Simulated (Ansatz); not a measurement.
`NC(F)(F)S`. The species carries charge 0 and has multiplicity 1. All single points use the PBE0-D4/def2-TZVP geometry. It is one conformer, not always the lowest.

```xyz
8

N     0.418   -1.056   -0.577
C    -0.268   -0.108    0.202
F    -1.574   -0.128   -0.141
F    -0.195   -0.477    1.499
S     0.382    1.591    0.018
H     0.335   -0.856   -1.564
H     1.390   -1.125   -0.307
H    -0.488    2.160    0.869
```

What is the dipole moment at B3LYP/def2-TZVPP? (Estimate.)

Ansatz gave: 1.89 D, with components (1.45, 0.49, -1.11) D in this frame, pointing from negative to positive charge.

And with PBE, r2SCAN, ωB97M-V? (Estimate.)

Ansatz gave: PBE 1.73 D, r2SCAN 1.77 D, ωB97M-V 1.91 D.

Give the Mulliken charges with B3LYP, r2SCAN, ωB97M-V in def2-TZVPP. (Estimate.)

The calculation gave: 
```json
{"atom": "N1", "B3LYP": "-0.28", "r2SCAN": "-0.30", "ωB97M-V": "-0.24"}
{"atom": "C2", "B3LYP": "0.39", "r2SCAN": "0.40", "ωB97M-V": "0.32"}
{"atom": "F3", "B3LYP": "-0.18", "r2SCAN": "-0.18", "ωB97M-V": "-0.17"}
{"atom": "F4", "B3LYP": "-0.18", "r2SCAN": "-0.18", "ωB97M-V": "-0.17"}
{"atom": "S5", "B3LYP": "-0.16", "r2SCAN": "-0.17", "ωB97M-V": "-0.14"}
{"atom": "H6", "B3LYP": "0.16", "r2SCAN": "0.16", "ωB97M-V": "0.13"}
{"atom": "H7", "B3LYP": "0.16", "r2SCAN": "0.16", "ωB97M-V": "0.13"}
{"atom": "H8", "B3LYP": "0.11", "r2SCAN": "0.10", "ωB97M-V": "0.12"}
```

B3LYP here is the variant with VWN-RPA as its local correlation; programs differ in this.
